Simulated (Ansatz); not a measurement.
Results of PBE-D3(BJ) (PAW; Ansatz, a first-principles code) for B20 (FeSi-type) FeSi.

Numerical settings: plane-wave cutoff 500 eV, 10×10×10 k mesh, Fermi–Dirac smearing 0.05 eV, no spin polarisation, scalar-relativistic PAW data made under PBE.

Cell (relaxed at this level):

```cif
data_Fe4Si4
_chemical_formula_sum 'Fe4 Si4'
_space_group_name_H-M_alt 'P 1'
_space_group_IT_number 1
_cell_length_a 4.40150
_cell_length_b 4.40150
_cell_length_c 4.40150
_cell_angle_alpha 90.000
_cell_angle_beta 90.000
_cell_angle_gamma 90.000
loop_
_space_group_symop_operation_xyz
  'x, y, z'
loop_
_atom_site_label
_atom_site_type_symbol
_atom_site_fract_x
_atom_site_fract_y
_atom_site_fract_z
_atom_site_occupancy
Fe1 Fe 0.86248 0.63752 0.36248 1
Fe2 Fe 0.63752 0.36248 0.86248 1
Fe3 Fe 0.36248 0.86248 0.63752 1
Fe4 Fe 0.13752 0.13752 0.13752 1
Si1 Si 0.15849 0.34151 0.65849 1
Si2 Si 0.34151 0.65849 0.15849 1
Si3 Si 0.65849 0.15849 0.34151 1
Si4 Si 0.84151 0.84151 0.84151 1
```

Question: Give the computed band gap.

Answer: 
- band gap: 0.16 eV (on the SCF k mesh)

Measured, for comparison: band gap 0.05 eV (temperature not stated, not corrected to a static lattice, indirect, transport; lower end of the printed range; as tabulated in Tomczak (2018), arXiv:1802.07220).

The result took roughly 3 core-minutes.
